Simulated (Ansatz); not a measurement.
# CH5OSi+ (SMILES [OH2+]C=[SiH2]): functionals against CCSD(T) at one geometry

One table from this session's results is given with a row withheld; the runs are named, their logs left out.

Method: single points in def2-TZVPP; program: Ansatz 0.2.0, Gaussian basis.

Cores are frozen in the correlated methods.

### The system as given

SMILES `[OH2+]C=[SiH2]`, 8 atoms, charge 1, spin multiplicity 1.

Atoms are counted from 1 here; the program's logs count them from 0.

Bond lengths: O1–C2 1.403 Å, O1–H4 1.014 Å, O1–H5 1.110 Å, C2–Si3 1.849 Å, C2–H6 1.034 Å, Si3–H7 1.370 Å, Si3–H8 1.497 Å. Angles: C2–O1–H4 118.0°, C2–O1–H5 109.7°, H4–O1–H5 93.4°, O1–C2–Si3 122.3°, O1–C2–H6 114.2°, Si3–C2–H6 121.9°, C2–Si3–H7 119.8°, C2–Si3–H8 110.2°, H7–Si3–H8 129.9°.

Geometry (Å):

```
atom    x (Å)    y (Å)    z (Å)
  O1  -0.5130   0.9857  -0.8463
  C2   0.0573   0.5215   0.3484
 Si3   0.7225  -1.1942   0.5247
  H4  -0.9455   0.3063  -1.4629
  H5  -1.4741   1.4972  -0.6287
  H6   0.2768   1.2663   1.0318
  H7   1.4977  -1.5167   1.6071
  H8   0.3445  -2.0192  -0.6659
```

Set-up of the first run:

Input file run/in.yaml:

```yaml
crystal:
  periodic: [false, false, false]
  atoms:
    - {symbol: O, position_ang: [-0.513000, 0.985700, -0.846300]}
    - {symbol: C, position_ang: [0.057300, 0.521500, 0.348400]}
    - {symbol: Si, position_ang: [0.722500, -1.194200, 0.524700]}
    - {symbol: H, position_ang: [-0.945500, 0.306300, -1.462900]}
    - {symbol: H, position_ang: [-1.474100, 1.497200, -0.628700]}
    - {symbol: H, position_ang: [0.276800, 1.266300, 1.031800]}
    - {symbol: H, position_ang: [1.497700, -1.516700, 1.607100]}
    - {symbol: H, position_ang: [0.344500, -2.019200, -0.665900]}
basis:
  gaussian: {orbitals: def2-TZVPP}
total_charge: 1
correlation: {method: ccsd_t}
output: {forces: true}
```

No record of the launch command was kept for these runs.

Steps of the session up to this table: CCSD(T)/def2-TZVPP; PBE0-D4/def2-TZVPP; wB97M-V/def2-TZVPP; r2SCAN-D4/def2-TZVPP; PBE-D4/def2-TZVPP; BLYP-D4/def2-TZVPP; revPBE-D4/def2-TZVPP.

One of the session's tables, all rows but one given; the rest of the session is left out.

```
   method  RMS force component (eV/Å)  angle to CCSD(T) forces (°)
  CCSD(T)                       2.299                    reference
  PBE0-D4                       2.323                          5.2
  wB97M-V                           ?                            ?
r2SCAN-D4                       2.272                          3.8
   PBE-D4                       2.147                          6.8
  BLYP-D4                       2.139                          5.6
revPBE-D4                       2.161                          6.1
```

Q: Estimate the row for wB97M-V from the others.

The run gave: RMS force component (eV/Å): 2.403; angle to CCSD(T) forces (°): 3.9. In the column «RMS force component (eV/Å)» it is the highest.
